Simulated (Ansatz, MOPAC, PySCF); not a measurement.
Molecule: C2H2F (charge -1, singlet). SMILES: C=[C-]F
Geometry: optimised at B3LYP-D3(BJ)/def2-TZVP (Ansatz, a quantum-chemistry and plane-wave program).

Unscaled harmonic wavenumbers (cm⁻¹) in rising order, each level at the stationary point that it reaches from this structure (no distance between atoms moves by over 0.3 Å); the order of modes can differ between levels, and a negative number is imaginary. B3LYP-D3(BJ)/def2-TZVP (PySCF, at the structure above): 494, 715, 717, 752, 1031, 1324, 1548, 2995, 3124.

AM1 (MOPAC): 502, 653, 917, 1008, 1303, 1426, 1733, 3121, 3219. Zero-point energy 19.8 against 18.2 kcal/mol; where all levels lie over 400 cm⁻¹, the wavenumbers are on average 1.120 times those of B3LYP-D3(BJ)/def2-TZVP.

PM3 (MOPAC): 519, 663, 876, 951, 1286, 1381, 1765, 3120, 3157. Zero-point energy 19.6 against 18.2 kcal/mol; where all levels lie over 400 cm⁻¹, the wavenumbers are on average 1.105 times those of B3LYP-D3(BJ)/def2-TZVP.

HF/3-21G (Ansatz): 516, 837, 844, 877, 1169, 1476, 1699, 3219, 3286. Zero-point energy 19.9 against 18.2 kcal/mol; where all levels lie over 400 cm⁻¹, the wavenumbers are on average 1.115 times those of B3LYP-D3(BJ)/def2-TZVP.

B3LYP/6-31G* (Ansatz): 481, 706, 752, 771, 1054, 1348, 1572, 2979, 3092. Zero-point energy 18.2 against 18.2 kcal/mol; where all levels lie over 400 cm⁻¹, the wavenumbers are on average 1.009 times those of B3LYP-D3(BJ)/def2-TZVP.
